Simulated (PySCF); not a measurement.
CN, SMILES [C]#N (connectivity only; charge and spin as stated), charge -1, multiplicity 1. Atoms are numbered in the order given.

```xyz
2

C      0.0000     0.0000    -0.6298
N      0.0000     0.0000     0.5398
```
Charge -1, spin multiplicity 1.

Coordinates come from a PBE0-D3(BJ)/def2-TZVPD optimisation.

These are B3LYP/def2-TZVPD in PySCF values and carry that method's errors.

```yaml
total_energy: -92.89642 hartree
point_group: C∞v
highest_occupied_level: -1.16 eV
lowest_empty_level: 5.67 eV
orbital_gap: 6.83 eV
dipole_moment_about_the_centre_of_nuclear_charge: 0.63 D
mean_static_polarisability: 27.3 bohr³ (4.05 Å³)
polarisability_principal_values: 23.7, 23.7, 34.7 bohr³
```
